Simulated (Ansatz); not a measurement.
Crystal: AgO$_{3}$, ReO3 type, 4 atoms in the cell.

The calculation used PBE, plane waves, PAW datasets (generated soft set 1) in Ansatz.

Cutoff 420 eV; k-mesh 27×27×27 Γ-centred; Fermi–Dirac smearing of 0.0612 eV; no spin polarisation.

The fit to the energies gives V₀ = 16.312 Å³/atom (a₀ = 4.026 Å), B₀ = 79.5 GPa, B₀′ = 4.97.

Problem. What pressure does the program print at V = 16.623 Å³/atom, and how far above the lowest computed point (V = 16.298 Å³/atom) does the energy lie?

Solution. -1.43 GPa and 1.42 meV/atom. All points:

```json
{"V (Å³/atom)": "15.320", "a (Å)": "3.9425", "E − E(min) (meV/atom)": "16.97", "P (GPa)": "5.83"}
{"V (Å³/atom)": "15.646", "a (Å)": "3.9702", "E − E(min) (meV/atom)": "7.34", "P (GPa)": "3.68"}
{"V (Å³/atom)": "15.972", "a (Å)": "3.9976", "E − E(min) (meV/atom)": "1.84", "P (GPa)": "1.77"}
{"V (Å³/atom)": "16.298", "a (Å)": "4.0246", "E − E(min) (meV/atom)": "0.00", "P (GPa)": "0.07"}
{"V (Å³/atom)": "16.623", "a (Å)": "4.0513", "E − E(min) (meV/atom)": "1.42", "P (GPa)": "-1.43"}
{"V (Å³/atom)": "16.949", "a (Å)": "4.0776", "E − E(min) (meV/atom)": "5.72", "P (GPa)": "-2.77"}
{"V (Å³/atom)": "17.275", "a (Å)": "4.1036", "E − E(min) (meV/atom)": "12.58", "P (GPa)": "-3.95"}
```

The published all-electron PBE values for this crystal (mean of FLEUR and WIEN2k, k-spacing 0.06 Å⁻¹; Bosoni et al., Nat. Rev. Phys. 6, 45 (2024)) are V₀ = 16.309 Å³/atom, B₀ = 79.6 GPa, B₀′ = 4.96.

The stress includes the program's correction for the finite plane-wave basis.

This cubic structure is a model: it isn't the usual form of the substance at ambient conditions, and such phases are metastable or hypothetical. Spin polarisation is left out, and a magnetic state may lie lower.
